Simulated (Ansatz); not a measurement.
# NH− (quartet): the correlation ladder at distance N1–H2 = 1.300 Å, 6-31++G**

How much of the correlation energy of NH− (quartet) does each wave-function method recover here?

Method: 6-31++G**, core rule «outside noble gas», up to 1 orbitals frozen; program: Ansatz 0.2.0, Gaussian basis.

The runs, in order: UHF; CCSD(T) on ROHF; CCSD(T) on UHF; BCCD(T) on ROHF; CISD as a restricted active space (open shells left free, so some higher excitations enter); CCSDT(Q) on ROHF; CCSDT(Q) on UHF; CASSCF and MRCISD+Q, 7 electrons in 5 orbitals; CASSCF and NEVPT4(SD), 7 electrons in 5 orbitals; CASSCF and NEVPT2, 7 electrons in 5 orbitals; Full CI.

13 further runs of the same task are left out: 12 that didn't finish, 1 set aside as unsound or not needed. Runs told in other sessions of the task aren't counted.

### 1 What is computed

The geometry derives from a PBE0/def2-TZVPD stationary point (not a proven minimum). One bond is set to the value named and the two fragments are kept rigid.

2 atoms, charge -1, spin multiplicity 4.

Atoms are counted from 1 here; the program's logs count them from 0.

Bond lengths: N1–H2 1.300 Å.

### 2 UHF

in.yaml reads:

```yaml
crystal:
  periodic: [false, false, false]
  atoms:
    - {symbol: N, position_ang: [0.000000, 0.000000, 0.000000]}
    - {symbol: H, position_ang: [0.000000, 0.000000, 1.300000]}
basis:
  gaussian: {orbitals: "6-31++G**"}
total_charge: -1
magnetization: {spin_polarized: true, initial_magnetization: 3}
hamiltonian: {xc: hf}
output: {orbitals: {seedname: orbitals}}
```

Run with:

```sh
$ ansatz run in.yaml --threads 1 --pin off --events-out ev --progress --plain --max-ram 2393MiB
```

Further steps of the session: CCSD(T) on ROHF; CCSD(T) on UHF; BCCD(T) on ROHF; CISD as a restricted active space (open shells left free, so some higher excitations enter); CCSDT(Q) on ROHF; CCSDT(Q) on UHF; CASSCF and MRCISD+Q, 7 electrons in 5 orbitals; CASSCF and NEVPT4(SD), 7 electrons in 5 orbitals; CASSCF and NEVPT2, 7 electrons in 5 orbitals; Full CI.

**Question.** What will the summary of the whole plan be? Wanted: FCI from the RHF energy; RMP2 from FCI; UMP2 from FCI; RCCSD from FCI; RCCSD(T) from FCI; UCCSD(T) from FCI; RCCSDT(Q) from FCI; UCCSDT(Q) from FCI; NEVPT2 valence from FCI.

As calculated:

| quantity | value |
| --- | --- |
| FCI from the ROHF energy | -4.0855 eV |
| RMP2 from FCI | +16.06 kcal/mol |
| UMP2 from FCI | +16.70 kcal/mol |
| RCCSD from FCI | +2.31 kcal/mol |
| RCCSD(T) from FCI | +0.51 kcal/mol |
| UCCSD(T) from FCI | +0.47 kcal/mol |
| RCCSDT(Q) from FCI | +0.01 kcal/mol |
| UCCSDT(Q) from FCI | -0.03 kcal/mol |
| NEVPT2 valence from FCI | +24.45 kcal/mol |
| NEVPT4(SD) valence from FCI | +3.14 kcal/mol |
| MRCISD+Q valence from FCI | -0.41 kcal/mol |
| levels within 1 kcal/mol (43 meV) | RCCSD(T), UCCSD(T), BCCD(T), RCCSDT, UCCSDT, RCCSDT(Q), UCCSDT(Q), MRCISD+Q valence |
| T1 diagnostic | 0.026 |
| effectively unpaired electrons | 3.04 |

**Reading.** RCCSD(T) misses by +0.51 kcal/mol, 0.5 % of the correlation energy. MRCISD+Q valence falls below full CI: the +Q correction isn't variational, and the cores differ from full CI's. One determinant dominates. Of the multireference levels listed MRCISD+Q valence comes nearest in total energy (-0.41 kcal/mol), which doesn't show that its space is the better one. These misses are within one basis, not against nature; the frozen cores of restricted and unrestricted runs differ, which can shift their rows. The highest orbital lies above zero: the basis alone holds the extra electron.

Levels on UHF freeze UHF's core orbitals, full CI those of ROHF, so the U rows can settle a little off it for that reason alone.

With open shells the CI space here admits some higher excitations, so it is larger than plain CISD.
